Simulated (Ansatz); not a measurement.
Cubic perovskite KTaO₃ was calculated with revPBE (Ansatz, a program for electronic structure, plane waves, PAW).

Settings: plane-wave cutoff 520 eV, 8×8×8 k mesh, Fermi–Dirac smearing 0.01 eV, scalar-relativistic PAW data made under PBE.

Properties against volume:

```tsv
V (Å³/atom)	P (GPa)	direct gap at Γ (eV)	smallest gap on the k mesh (eV)
12.463	12.66	2.898	2.302
12.728	7.97	2.861	2.254
12.993	3.77	2.822	2.206
13.258	0.00	2.780	2.158
13.523	-3.38	2.737	2.111
13.788	-6.40	2.692	2.064
14.054	-9.11	2.647	2.017
```

The fundamental gap (2.16 eV at the equilibrium volume, with added k points) lies elsewhere than Γ–Γ.

Measured, for comparison: band gap 3.64 eV (temperature not stated, not corrected to a static lattice, indirect; as tabulated in Himmetoglu and Janotti (2016), arXiv:1601.06205).

Spin–orbit coupling is not included.
